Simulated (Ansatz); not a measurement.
## Loss of H2O: CH2FO → CF + H2O

Species: CH2FO `[O]CF`, doublet; CF, doublet; H2O (water) `O`, singlet. 

Shapes, held fixed at every level: PBE0-D4/def2-TZVP. Programs: Ansatz 0.2.0. The zero-point and thermal change to 298 K, harmonic and unscaled (PBE0-D4/def2-TZVP), is -6.8 kJ/mol.

| level | kind | ΔH(298 K) (kJ/mol) | less CCSD(T)/CBS estimate | CPU time (sum over the molecules) |
| --- | --- | --- | --- | --- |
| SPW92/def2-TZVPP | LDA | +298.8 | +94.2 | 3.8 s |
| r2SCAN-D4/def2-TZVPP | meta-GGA | +253.3 | +48.7 | 11 s |
| BHLYP-D4/def2-TZVPP | global hybrid | +235.4 | +30.8 | 8.3 s |
| PBE0-D4/def2-TZVPP | global hybrid | +251.0 | +46.4 | 4.7 s |
| r2SCAN0-D4/def2-TZVPP | global hybrid | +251.1 | +46.5 | 11 s |
| wB97X-V/def2-TZVPP | range-separated hybrid | +233.1 | +28.5 | 25 s |
| CCSD(T)/def2-SVP | coupled cluster or CI | +232.2 | +27.6 | 4.9 s |
| CCSD(T)/CBS estimate | coupled cluster or CI | +204.6 | 0.0 | 74 s |

The highest level, CCSD(T)/CBS estimate, gives ΔH(298 K) = +204.6 kJ/mol; the levels span +204.6 to +298.8. The column of differences is taken from that level and isn't an error. No measured value is set beside it here. Open shells run unrestricted unless RO is named. The CBS estimate extrapolates MP2 from def2-TZVPP and def2-QZVPP and adds CCSD(T) − MP2 in the triple-zeta set, cores frozen. Times are processor times on shared x86 and Arm servers, and rough.
